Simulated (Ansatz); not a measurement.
`N#CCCC#N`, relaxed with RKS PBE-D4/def2-SVP in the Gaussian-basis code of Ansatz from a rough embedded geometry. The force threshold is 0.03 eV/Å; the program also tests the step.

Charge 0, multiplicity 1.

Start:

```xyz
10

N    -0.198   -0.098   -2.925
C    -0.408    0.017   -1.809
C    -0.646    0.151   -0.393
C     0.645   -0.147    0.393
C     0.408   -0.021    1.809
N     0.200    0.087    2.927
H    -0.990    1.169   -0.187
H    -1.437   -0.548   -0.102
H     1.435    0.554    0.105
H     0.991   -1.163    0.183
```

```csv
step,energy (eV),largest force (eV/Å),largest move (Å)
1,-7177.7716,3.092,0.000
2,-7177.9132,0.344,0.065
3,-7177.9169,0.070,0.007
4,-7177.9170,0.009,0.002
```

End:

```xyz
10

N    -0.211   -0.095   -2.994
C    -0.416    0.018   -1.847
C    -0.642    0.148   -0.409
C     0.642   -0.146    0.409
C     0.415   -0.019    1.847
N     0.212    0.090    2.995
H    -1.007    1.173   -0.192
H    -1.454   -0.547   -0.108
H     1.453    0.550    0.109
H     1.007   -1.171    0.190
```

Hardware: 4 threads of an Arm Neoverse V2 on a shared host. Wall time 3.7 s, peak host memory 0.14 GiB.
